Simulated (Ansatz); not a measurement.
**[OH···H···N], quartet along the distance O1-H3**

Starting geometry:

```xyz
4

O    -1.1404   -0.0292    0.0000
H    -1.3897    0.8974    0.0000
H    -0.1808   -0.0292    0.0000
N     1.4156   -0.0292    0.0000
```

From there H3 is moved from one fragment to the other while all else, the fragments' distance too, stays fixed; atoms are numbered as listed. Energies are in kJ/mol, counted from the starting geometry at the same level.

Basis cc-pVTZ; Ansatz 0.2.0. Only valence electrons are correlated (noble-gas cores frozen). R marks a restricted (for open shells ROHF) determinant, U an unrestricted one. Active spaces: valence = (13e, 10o) chosen from the atoms' valence shells.

For open shells CISD is restricted-active-space CI with the open shells as a complete middle space. Runs in a small pair space aren't shown, since their orbitals change along the scan.

Full CI isn't at hand for all of this; UCCSDT(Q) serves as the reference, and is uncertain by about the last step of the cluster series. The frozen core follows each run's orbitals, which can shift R against U totals by a few meV.

```csv
distance O1-H3 (Å),UCCSDT(Q),error CISD,error RCCSD,error RCCSD(T),error BCCD(T),error UCCSDT,error CASSCF (valence space)
0.960,0.0,0.0,0.0,0.0,0.0,0.0,0.0
1.039,17.2,4.8,2.0,0.3,0.3,0.2,3.1
1.198,86.8,19.5,7.8,1.3,1.3,0.8,13.1
1.357,137.3,36.7,10.4,2.7,2.1,0.8,21.3
1.516,151.0,9.5,2.2,1.5,1.4,0.0,12.2
```

Errors are those of relative energies. In total energy the starting point itself misses UCCSDT(Q) by: CISD 98.5, RCCSD 31.4, RCCSD(T) 2.8, BCCD(T) 2.7, UCCSDT 1.2, CASSCF (valence space) 910.1 kJ/mol.

Spread of the error over the points with a reference, to 1.516 Å (largest less smallest): UCCSDT 0.8, BCCD(T) 2.1, RCCSD(T) 2.7, RCCSD 10.4, CASSCF (valence space) 21.3, CISD 36.7 kJ/mol.
